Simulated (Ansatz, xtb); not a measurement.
Molecule: C4H4N, net charge 0, doublet state. It need not be the lowest isomer of its formula. SMILES: [c]1cc[nH]c1
Structure (B3LYP-D3(BJ)/def2-TZVP (Ansatz, an electronic-structure program) minimum search):
```
N
H 1 1.0047
C 1 1.3696 2 124.85
H 3 1.0769 1 121.24 2 0.00
C 1 1.3805 2 124.99 3 180.00
C 5 1.3635 1 105.23 2 -180.00
H 5 1.0748 6 132.67 1 180.00
C 3 1.3812 4 130.21 1 -180.00
H 8 1.0760 3 126.37 4 0.00
```
Charge 0, spin multiplicity 2.

Harmonic wavenumbers from GFN2-xTB (xtb, at its own minimum), cm⁻¹: 491, 521, 597, 725, 749, 803, 811, 823, 1040, 1067, 1119, 1174, 1214, 1367, 1387, 1436, 1518, 3147, 3178, 3181, 3455.

Problem. Give the harmonic wavenumbers at B3LYP-D3(BJ)/def2-TZVP (Ansatz, finite differences of forces, unscaled).

Solution. 431, 540, 639, 650, 741, 827, 864, 890, 1037, 1066, 1152, 1175, 1243, 1378, 1427, 1475, 1535, 3248, 3266, 3277, 3652 cm⁻¹. Zero-point energy 43.6 kcal/mol.

Problem. From these and the geometry, give the ideal-gas thermochemistry at 298.15 K and 1 atm (rigid rotor, harmonic oscillator).

Solution. Point group Cs, rotational symmetry number 1. Rotational constants 10.31, 8.979, 4.799 GHz. S(trans) 38.48, S(rot) 24.10, S(vib) 3.28, S(elec, spin only) 1.38, S 67.2 cal/(mol K). H(298) - H(0) 3.11 kcal/mol; G - E(el) 26.7 kcal/mol.
